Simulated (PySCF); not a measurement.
Species: 1,4-dichlorobutane, C4H8Cl2.
Numbering: `[Cl:1][CH2:2][CH2:3][CH2:4][CH2:5][Cl:6]` (hydrogens: H7, H8 on C2; H9, H10 on C3; H11, H12 on C4; H13, H14 on C5)

Method: PySCF, PBE0-D3(BJ)/def2-TZVP geometry optimisation, gas phase; density fitting, grid level 2; the optimiser is geomeTRIC in internal coordinates, started from a GFN2-xTB structure with every atom displaced at random (about 0.01 Å).

Step 0: E = -29313.4166 eV
```
atom  x, y, z in Å  |  force x, y, z in eV/Å
Cl1     2.5283    0.5208    0.7545   -0.307   0.134  -0.325
C2      1.3301    0.7778   -0.5817    0.498  -0.391  -0.379
C3      0.4485   -0.4523   -0.7865    1.481   0.209   1.078
C4     -0.3235   -0.8343    0.4468   -1.871   0.085  -0.262
C5     -1.4217    0.1775    0.8119    0.133  -0.184   0.505
Cl6    -2.5933    0.4170   -0.5129   -0.070  -0.045  -0.050
H7      0.7551    1.6588   -0.3237   -0.045   0.179   0.089
H8      1.9369    0.9932   -1.4803   -0.344  -0.083   0.433
H9      1.1047   -1.2878   -1.0283    0.014  -0.064  -0.303
H10    -0.2070   -0.2528   -1.6047   -0.551   0.051  -0.708
H11     0.2981   -0.9608    1.3180    0.458  -0.023   0.287
H12    -0.8344   -1.7947    0.2636    0.219   0.184   0.085
H13    -1.0179    1.1723    1.0241    0.002  -0.175   0.035
H14    -2.0109   -0.1499    1.6914    0.383   0.122  -0.486
```

**Question.** Estimate the geometry and energy of step 1. (The exact step hangs on the optimiser's Hessian estimate; all steps are aligned on step 0, rigid shifts and turns removed.)

**Answer.** E = -29313.5107 eV, largest force 0.168 eV/Å
```
atom  x, y, z in Å  |  force x, y, z in eV/Å
Cl1     2.4168    0.7016    0.8030    0.040  -0.050   0.038
C2      1.3139    0.7766   -0.6028   -0.086   0.068   0.046
C3      0.4862   -0.4780   -0.7681   -0.041   0.080  -0.040
C4     -0.3719   -0.8565    0.4281   -0.018   0.048   0.046
C5     -1.3921    0.1800    0.8446    0.018  -0.059  -0.050
Cl6    -2.5518    0.5624   -0.4668    0.030  -0.004   0.025
H7      0.6931    1.6590   -0.4422    0.001  -0.030  -0.065
H8      1.9448    0.9466   -1.4734   -0.024   0.014  -0.015
H9      1.1467   -1.3155   -1.0046   -0.001  -0.002  -0.041
H10    -0.1645   -0.3095   -1.6387    0.119  -0.082   0.086
H11     0.2708   -1.0361    1.2998   -0.045  -0.012  -0.077
H12    -0.8848   -1.7942    0.2044   -0.022  -0.033   0.029
H13    -0.9254    1.1215    1.1251    0.023   0.064   0.019
H14    -1.9890   -0.1730    1.6839    0.007  -0.003  -0.001
```

The energy changes by -0.0941 eV. The first-order estimate −F·Δx gives -0.1945 eV and the mean of the old and new forces, exact on a quadratic surface, -0.0974 eV. The step makes an angle of 81° with the force vector and moves no atom by more than 0.218 Å.

The cost below is that of the whole optimisation. On Arm Neoverse V1, one thread, shared host with 32 logical CPUs at a one-minute load of 15, this took 3.1 min of wall time and 1.2 GiB of memory at its peak.
